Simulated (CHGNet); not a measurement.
## Rhombohedral A7 Sb

Computed with the machine-learned potential CHGNet 0.3.0 (trained on PBE and PBE+U data).

Cell (relaxed at this level):

```yaml
crystal:
  lattice:
    - [2.20450, 1.27277, 3.59744]
    - [-2.20450, 1.27277, 3.59744]
    - [0.00000, -2.54554, 3.59744]
  atoms:
    - { symbol: Sb, position: [0.75493, 0.75493, 0.75493] }
    - { symbol: Sb, position: [0.24507, 0.24507, 0.24507] }
```

```yaml
lattice_constant_a: 4.409 Å
lattice_parameter_c: 10.792 Å
volume_per_atom: 30.28 Å³/atom
```

Measured, for comparison: lattice constant a 4.301 Å, lattice parameter c 11.232 Å (78 K, zero-point motion not removed; as tabulated in Schiferl, Barrett, J. Appl. Cryst. 2, 30 (1969), COD 9009654). Computed (rounded) less measured: lattice constant a +2.5 %, lattice parameter c -3.9 %.

A machine-learned potential is trained on density-functional data: it inherits that level's misses and adds fitting errors of its own.

Note: the model gives imaginary modes for this phase (in the spectrum interpolated from a supercell); the model's elastic tensor is not positive definite here.
